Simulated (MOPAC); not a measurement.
MOPAC input (PM3):

```
PM3 FORCE THERMO(298,298) PRECISE LET CHARGE=-1 GEO-OK AUX(PRECISION=9) THREADS=1
C2H5S

C     1.47532838 1    0.69215462 1    0.00916461 1
C    -0.03492103 1    0.77275866 1    0.00067619 1
S    -0.84428681 1   -0.83928031 1   -0.00574445 1
H    -0.36772558 1    1.35910805 1    0.87797749 1
H    -0.35774959 1    1.36109771 1   -0.87901944 1
H     1.94317003 1    1.68822728 1    0.01294422 1
H     1.84522590 1    0.15638738 1    0.89319735 1
H     1.85525062 1    0.15838229 1   -0.87183480 1
```

### Question
Which zero-point energy does it print?

### Answer
40.52 kcal/mol, from the harmonic wavenumbers of PM3.
